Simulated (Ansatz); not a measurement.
Results of r²SCAN-D4 (Ansatz, a program for electronic structure, PAW) for 2H MoS2.

Run with plane-wave cutoff 560 eV, 12×12×4 k mesh (along the axes of the cell as run), Fermi–Dirac smearing 0.01 eV, no spin polarisation, scalar-relativistic PAW data made under PBE.

Computed points:

```json
[
 {"V (Å³/atom)": "17.431", "E − E_lowest (meV/atom)": "4.07", "P (GPa)": "1.976"},
 {"V (Å³/atom)": "17.794", "E − E_lowest (meV/atom)": "0.93", "P (GPa)": "0.856"},
 {"V (Å³/atom)": "18.157", "E − E_lowest (meV/atom)": "0.00", "P (GPa)": "0.002"},
 {"V (Å³/atom)": "18.520", "E − E_lowest (meV/atom)": "0.75", "P (GPa)": "-0.631"},
 {"V (Å³/atom)": "18.883", "E − E_lowest (meV/atom)": "2.71", "P (GPa)": "-1.075"}
]
```

**Question.** Estimate the bulk modulus from the pressures at 17.794 and 18.520 Å³/atom, and compare it with a fit to all energies.

**Answer.** B = −V dP/dV. Between V = 17.794 and 18.520 Å³/atom, dP/dV = (-0.631 − (0.856))/(18.520 − 17.794) = -2.05 GPa per Å³/atom; at the midpoint 18.157 Å³/atom this gives B ≈ 37.2 GPa. The third-order Birch–Murnaghan fit gives V0 = 18.157 Å³/atom, B0 = 36.7 GPa, B′ = 14.1, which lies 1 % below that estimate.

Shape and atoms are relaxed at each volume.

Measured, for comparison: bulk modulus 53.4 ± 1 GPa (room temperature, not corrected to a static lattice; as tabulated in Equation of State Measurement of Molybdenum Disulfide, J. Phys. Chem. Solids 67 …). Computed (rounded) less measured: bulk modulus -31 %.

Note: the bulk modulus comes from volumes at which shape and atoms were relaxed.

Computed values are for the static lattice.

The result took around 15 core-minutes (rough).
